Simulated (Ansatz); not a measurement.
Reaction (SMILES): O (H2O) + H+ → [OH3+]
B3LYP-D3(BJ)/def2-TZVP geometries, fixed; electronic energies without zero-point terms; positive where energy is released.
Largest species:
```xyz
4

O      0.0646     0.0016     0.0270
H      0.0018     0.8028    -0.5358
H      0.0191    -0.8364    -0.4814
H     -0.5378     0.0209     0.8012
```
Charge +1, spin multiplicity 1.

Basis-set convergence of the proton affinity at r2SCAN with Ansatz (an electronic-structure program). Cartesian d functions, on some or all atoms, in 6-31G*; all else is spherical. The program fits the integrals of some runs and decomposes those of others, by size. No added dispersion term, no relativity. Functions are those of the species that has most. Reference: the value in pcseg-4, 172.66 kcal/mol, itself unsure by roughly 0.13 kcal/mol (its mean distance from aug-pcseg-3, aug-cc-pVQZ, cc-pV5Z).

```json
[
 {"basis": "3-21G", "functions": "15", "proton affinity (kcal/mol)": "190.79"},
 {"basis": "6-31G", "functions": "15", "proton affinity (kcal/mol)": "180.28"},
 {"basis": "def2-SV(P)", "functions": "20", "proton affinity (kcal/mol)": "172.84"},
 {"basis": "6-31G*", "functions": "21", "proton affinity (kcal/mol)": "175.63"},
 {"basis": "6-311G**", "functions": "36", "proton affinity (kcal/mol)": "…"},
 {"basis": "6-311+G**", "functions": "40", "proton affinity (kcal/mol)": "172.23"},
 {"basis": "def2-SVPD", "functions": "47", "proton affinity (kcal/mol)": "…"},
 {"basis": "aug-cc-pVDZ", "functions": "50", "proton affinity (kcal/mol)": "…"},
 {"basis": "aug-pcseg-1", "functions": "50", "proton affinity (kcal/mol)": "168.91"},
 {"basis": "6-311++G(2d,2p)", "functions": "57", "proton affinity (kcal/mol)": "171.86"},
 {"basis": "cc-pVTZ", "functions": "72", "proton affinity (kcal/mol)": "175.19"},
 {"basis": "6-311++G(3df,3pd)", "functions": "93", "proton affinity (kcal/mol)": "172.16"},
 {"basis": "aug-cc-pVTZ", "functions": "115", "proton affinity (kcal/mol)": "172.36"},
 {"basis": "aug-pcseg-2", "functions": "115", "proton affinity (kcal/mol)": "…"},
 {"basis": "def2-QZVPP", "functions": "147", "proton affinity (kcal/mol)": "173.01"},
 {"basis": "pcseg-3", "functions": "159", "proton affinity (kcal/mol)": "172.71"},
 {"basis": "def2-QZVPPD", "functions": "165", "proton affinity (kcal/mol)": "172.58"},
 {"basis": "cc-pV5Z", "functions": "256", "proton affinity (kcal/mol)": "172.95"}
]
```

### Question
What belongs in the gaps?

### Answer

- 6-311G**, proton affinity (kcal/mol): 177.48
- def2-SVPD, proton affinity (kcal/mol): 171.25
- aug-cc-pVDZ, proton affinity (kcal/mol): 170.68
- aug-pcseg-2, proton affinity (kcal/mol): 172.49
